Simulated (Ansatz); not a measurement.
System: hcp Ti. Method: r²SCAN in Ansatz (plane waves, PAW).

A relaxed, unreconstructed slab of the (11-20) face has 20 atoms, two equal faces of 23.604 Å² each and an energy of -50081.3920 eV. A bulk cell of 4 atoms with the same orientation and in-plane k mesh has -10017.4751 eV. Energies are extrapolated to zero smearing.

Numerical settings: plane-wave cutoff 500 eV, 12×12×1 k mesh (along the axes of the cell as run), Fermi–Dirac smearing 0.1 eV, scalar-relativistic PAW data made under PBE.

Worked out: γ = (E_slab − N E_bulk per atom)/2A = [-50081.3920 − 20 × (-10017.4751/4)]/(2 × 23.604) = 0.1267 eV/Å². With 16.022 J/m² per eV/Å² this is 2.03 J/m², or 2.99 eV per surface cell and face.

Ansatz is an electronic-structure program.
